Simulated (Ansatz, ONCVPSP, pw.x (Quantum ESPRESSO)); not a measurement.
## From atom to crystal: ONCV potential for Hf (Z = 72)

Hf (Z = 72), optimised norm-conserving Vanderbilt (ONCV), made with ONCVPSP 4.0.1.1 (patched build) (PBEsol, scalar-relativistic). Core [Kr] 4d10 4f14, reference 5s2 5p6 5d2 6s1 6p1. Waves: 5s+6s: rc 1.95 bohr, ncon 3, nbas 6, qcut 7.4 1/bohr, 2 projectors; 5p+6p: rc 2.55 bohr, ncon 4, nbas 7, qcut 4.3 1/bohr, 2 projectors; 5d: rc 3.20 bohr, ncon 3, nbas 7, qcut 5.1 1/bohr, 3 projectors, debl 1.4 Ha. Local part: polynomial inside 1.30 bohr (lpopt 5, dvloc0 4 Ha). Core correction: Teter function, fcfact 5.25, rcfact 1.

Atomic tests: cutoffs needed: 16 Ha and 19 Ha (the cutoffs (Ha) at which the residual kinetic energy of the hardest occupied pseudo-wave falls to 1 and 0.1 mHa per electron); ghost test: no bound ghost flagged; no localised positive-energy state flagged; largest excitation error: +1.4 meV (all-electron minus pseudo) for 5s2 5p6 5d2 6s2 6p0, out of 4 test configurations.

Crystal test: fcc Hf in pw.x 7.5, no spin, 13³ k-points, Fermi–Dirac smearing 0.01 Ry, cutoffs 50/200 Ry. The reference is all-electron LAPW (Ansatz 0.2.0) with the same functional, mesh and smearing; V0 and B0 come from Birch–Murnaghan fits to the pressures at five volumes. Errors are pseudo minus all-electron; Δ is the rms difference of the E(V) curves that follow from these fits, minima aligned, over ±6 % about the mean V0. Mesh and smearing are coarse, so the numbers serve the comparison and aren't converged zero-temperature values; the lattice is a test structure that the element need not adopt.

All-electron: a0 = 4.424 Å (V0 = 21.65 Å³/atom), B0 = 107.7 GPa.

**Question.** How far does the potential miss the all-electron equation of state?

**Answer.** mean pressure error (GPa): -1.27; a0 (Å): 4.406; a0 error (%): -0.40; B0 error (%): -4.2; Δ (meV/atom): 6.1. The largest radius (3.20 bohr) exceeds half the bond length (2.95 bohr), so the spheres overlap, which is one possible source of error among others.

```csv
V (Å³/atom),P all-electron (GPa),P pseudo (GPa)
20.541,6.17,4.43
21.081,2.98,1.52
21.622,0.13,-1.11
22.163,-2.43,-3.48
22.703,-4.73,-5.62
```

**Question.** At the middle volume, how do free energy and pressure move when the wave cutoff is lowered (ecutrho kept at four times it)?

**Answer.**

```csv
cutoff (Ry),shift of F (meV/atom),shift of P (GPa)
22,+855.9,-17.79
30,+136.7,-5.06
40,+11.2,-0.53
```

The run at the middle volume (84 k-points, 7 iterations) took about 23 s on one core of a shared host (Neoverse-N1, 64 threads, 124 GiB, load 58).
